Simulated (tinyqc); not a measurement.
CIS on RHF in the sto-6g basis, frozen core, for H2F+, spin multiplicity 1, step by step. One step of it, computed by the program tinyqc.

Question. CIS matrix, singlets. A(ia,jb) = (e_a - e_i) d_ij d_ab + 2 (ia|jb) - (ij|ab).

orbital energies (hartree): MO1 -26.909705, MO2 -1.987561, MO3 -1.076085, MO4 -1.024954, MO5 -1.000345, MO6 -0.100771, MO7 -0.002406

Two-electron integrals over orbitals (pq|rs), unique and non-zero (hartree); the lowest 1 orbital is frozen and left out:
```
(22|22) 0.867258    (32|32) 0.153206    (33|22) 0.755552    (33|33) 0.723767
(42|22) -0.012158   (42|33) -0.011777   (42|42) 0.158163    (43|32) 0.005861
(43|43) 0.050754    (44|22) 0.797801    (44|33) 0.693207    (44|42) -0.081110
(44|44) 0.829095    (52|52) 0.184948    (53|53) 0.038345    (54|52) -0.032753
(54|54) 0.050495    (55|22) 0.888165    (55|33) 0.743618    (55|42) -0.056449
(55|44) 0.805941    (55|55) 0.998085    (62|22) -0.134358   (62|33) -0.086379
(62|42) -0.051878   (62|44) -0.080279   (62|55) -0.133651   (62|62) 0.072881
(63|32) 0.016103    (63|43) 0.017495    (63|63) 0.062142    (64|22) -0.174087
(64|33) -0.107013   (64|42) 0.027187    (64|44) -0.171680   (64|55) -0.180978
(64|62) 0.057691    (64|64) 0.101910    (65|52) -0.044409   (65|54) -0.012733
(65|65) 0.023412    (66|22) 0.560652    (66|33) 0.539874    (66|42) 0.061747
(66|44) 0.534621    (66|55) 0.538238    (66|62) -0.055109   (66|64) -0.030006
(66|66) 0.537767    (72|32) -0.070318   (72|43) 0.021856    (72|63) 0.023044
(72|72) 0.054213    (73|22) -0.218678   (73|33) -0.170844   (73|42) 0.059622
(73|44) -0.186215   (73|55) -0.235660   (73|62) 0.060285    (73|64) 0.106409
(73|66) -0.017826   (73|73) 0.163753    (74|32) 0.053728    (74|43) 0.000120
(74|63) 0.047240    (74|72) -0.008872   (74|74) 0.053791    (75|53) -0.025080
(75|75) 0.018146    (76|32) 0.078904    (76|43) 0.055534    (76|63) 0.078300
(76|72) 0.007003    (76|74) 0.068913    (76|76) 0.159640    (77|22) 0.579027
(77|33) 0.582534    (77|42) 0.013306    (77|44) 0.554561    (77|55) 0.564098
(77|62) -0.037265   (77|64) -0.025479   (77|66) 0.527820    (77|73) -0.050051
(77|77) 0.553496
```

Give: CIS matrix A, singlet.

Answer.

CIS matrix A, singlet (hartree), order 2>6, 2>7, 3>6, 3>7, 4>6, 4>7, 5>6, 5>7:
$$\begin{pmatrix}
1.472 & 0.000 & 0.000 & 0.042 & 0.054 & 0.000 & 0.000 & 0.000 \\
0.000 & 1.515 & -0.033 & 0.000 & 0.000 & -0.031 & 0.000 & 0.000 \\
0.000 & -0.033 & 0.560 & 0.000 & 0.000 & 0.039 & 0.000 & 0.000 \\
0.042 & 0.000 & 0.000 & 0.819 & 0.157 & 0.000 & 0.000 & 0.000 \\
0.054 & 0.000 & 0.000 & 0.157 & 0.593 & 0.000 & 0.000 & 0.000 \\
0.000 & -0.031 & 0.039 & 0.000 & 0.000 & 0.576 & 0.000 & 0.000 \\
0.000 & 0.000 & 0.000 & 0.000 & 0.000 & 0.000 & 0.408 & 0.000 \\
0.000 & 0.000 & 0.000 & 0.000 & 0.000 & 0.000 & 0.000 & 0.470
\end{pmatrix}$$
